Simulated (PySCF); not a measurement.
## C3H8FN

C3H8FN is a small molecule, neutral, singlet. The structure, one conformer, was relaxed in the gas phase by PBE0-D3(BJ)/def2-SVP. No frequency run checks that it is a minimum.

SMILES: CC(C)(N)F

```xyz
13

C    -0.028   -0.012    0.295
C     1.372   -0.056   -0.286
C    -1.049   -0.747   -0.551
N    -0.435    1.329    0.508
F     0.038   -0.715    1.520
H     1.702   -1.097   -0.403
H     2.075    0.450    0.393
H     1.401    0.447   -1.262
H    -2.034   -0.719   -0.060
H    -0.758   -1.800   -0.668
H    -1.137   -0.282   -1.542
H     0.219    1.816    1.117
H    -1.355    1.367    0.941
```
Atom numbers follow the order of the file, from 1.

Shieldings: GIAO PBE0/pcSseg-2. Shifts are against computed references at the same level: C TMS (σ 184.1 ppm), H TMS (σ 31.24 ppm). Core levels by delta-SCF with SCAN, pcX-2 on the ionised atom and pcseg-1 elsewhere, spin-free X2C; from the vacuum level, for chosen atoms.

Task: Give the shieldings and core levels atom by atom.

Result: 
```csv
atoms,bonded to,σ (ppm),δ (ppm),core level (eV)
C1,2 C + 1 F + 1 N,79.7,104.5,1s 293.59
C2 C3,1 C + 3 H,154.6,29.6,1s 290.81
N4,1 C + 2 H,185.0,-,1s 405.38
F5,1 C,276.4,-,1s 691.43
H6 H7 H8,1 C,29.92,1.33,-
H9 H10 H11,1 C,29.92,1.33,-
H12 H13,1 N,29.69,1.56,-
```

Values are those of this one static structure, with the three H of a rotating XH3 group averaged; atoms that internal rotation interchanges would show their mean in an NMR spectrum.

Task: Which of C1, C2 holds its core electrons tightest, and by how much against the loosest?

Result: C1 (bonded to 2 C + 1 F + 1 N), by 2.78 eV over C2 (bonded to 1 C + 3 H).

Task: By CAM-B3LYP/def2-SVPD (TDDFT singlets, Tamm-Dancoff triplets, ionisation by delta-SCF), where does absorption start, and what does vertical ionisation take?

Result: The lowest singlet lies at 7.30 eV (f 0.026), the strongest of the first 6 at 9.46 eV (f 0.064), the lowest triplet at 6.97 eV; vertical ionisation takes 10.47 eV.
